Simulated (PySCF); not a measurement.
Stepwise substitution at one centre (B Cl-OH). Gas-phase values, no solvent. One relaxed conformer stands for each flexible species; it need not be the lowest. Strings in code marks are SMILES.

Level of theory: PBE0-D3(BJ)/def2-TZVP in PySCF 2.14.0. Excitations are Tamm–Dancoff values on a coarser integration grid. The basis has no diffuse functions, so Rydberg states are missing or too high.

| species | S1 excitation (TDA) (eV) | S1 oscillator strength |
|---|---|---|
| 0 of 3 Cl replaced by OH | 5.72 | 0.000 |
| 1 of 3 Cl replaced by OH (`ClB(O)Cl` (H–O–B–Cl torsion 180°)) | 6.99 | 0.000 |
| 2 of 3 Cl replaced by OH (`OB(O)Cl` (H–O–B–Cl torsion 180°, Cl–B–O–H torsion 0°)) | 8.41 | 0.036 |
| 3 of 3 Cl replaced by OH (`OB(O)O`) | 7.91 | 0.001 |
